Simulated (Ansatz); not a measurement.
`OP/N=C/CCl`. The species carries charge 0 and has multiplicity 1. The structure was optimised at the PBE0-D4/def2-TZVP level. It is one conformer, not always the lowest.

```xyz
11

O    -0.076   -2.778   -1.305
P     0.812   -1.924   -0.244
N    -0.017   -0.408   -0.302
C     0.126    0.433    0.627
C    -0.573    1.750    0.573
Cl   -1.395    2.070    2.122
H    -0.332   -2.267   -2.082
H     1.866   -1.463   -1.097
H     0.758    0.270    1.511
H     0.143    2.561    0.423
H    -1.312    1.755   -0.225
```

Question: What is the dipole moment at PBE/def2-TZVPP? (Estimate.)

Answer: Computed: 2.52 D, with components (1.12, 1.66, -1.53) D in this frame, pointing from negative to positive charge.

Question: And with r2SCAN, B3LYP, ωB97M-V? (Estimate.)

Answer: The calculation gave: r2SCAN 2.64 D, B3LYP 2.58 D, ωB97M-V 2.56 D.

Question: Give the Mulliken charges with PBE, ωB97M-V, r2SCAN in def2-TZVPP. (Best estimate.)

Answer: Computed: 
```csv
atom,PBE,ωB97M-V,r2SCAN
O1,-0.32,-0.36,-0.38
P2,0.28,0.33,0.36
N3,-0.19,-0.27,-0.30
C4,-0.08,-0.05,0.01
C5,-0.01,-0.09,0.07
Cl6,-0.14,-0.12,-0.16
H7,0.19,0.18,0.21
H8,0.00,0.02,-0.02
H9,0.06,0.10,0.05
H10,0.11,0.13,0.08
H11,0.11,0.13,0.08
```

B3LYP here is the variant with VWN-RPA as its local correlation; programs differ in this.
